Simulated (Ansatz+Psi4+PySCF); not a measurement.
Values are calculated unless marked as measured or tabulated.
Input for PySCF 2.14.0:

```python
from pyscf import gto, scf, mp

# the (T+d) and (D+d) sets load through basis_set_exchange
mol = gto.M(atom="""
Al 0.000000 0.000000 0.002240
H 0.000000 0.000000 1.977760
""", basis={'Al': 'cc-pv(t+d)z', 'H': 'cc-pvtz'}, charge=0, spin=0)
mf = scf.RHF(mol)
mf.kernel()
pt = mp.MP2(mf, frozen=5).run()
print(mf.e_tot, pt.e_corr, pt.e_tot)
```

The script is written out from the run's settings.

Output:

```json
{"Converged": "yes", "Reference energy": "-242.44832 hartree", "Correlation energy": "-0.06214 hartree", "Total energy": "-242.51046 hartree", "Spin squared of the determinant": "0.000"}
```

Caution: unrestricted orbitals would lower the determinant.
